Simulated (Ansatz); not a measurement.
**triplet BP: levels of theory in one basis**

```xyz
2

B     0.0000    0.0000   -0.9408
P     0.0000    0.0000    0.9408
```

Basis set: def2-SVP (spherical functions). Left uncorrelated: 6 orbitals. Correlation on ROHF uses semicanonical orbitals with singles. Charge 0, multiplicity 3.

Computed with Ansatz (development build ahead of 0.2.0); each method stands on the lowest determinant of its kind that the runs found.

| method | E − E(ROHF) (eV) | <S²> of the determinant |
| --- | --- | --- |
| ROHF | 0.00 | – |
| UHF | -0.25 | 2.40 |
| UHF-MP2 | -3.75 | 2.40 |
| ROHF-CCSD(T) | -5.16 | – |
| UHF-CCSD(T) | -5.13 | 2.40 |

Problem. What does ROHF-MP2 give on the same scale?

Solution. -4.15 eV.

Caution for UHF, UHF-MP2, UHF-CCSD(T): the unrestricted determinant is spin contaminated.
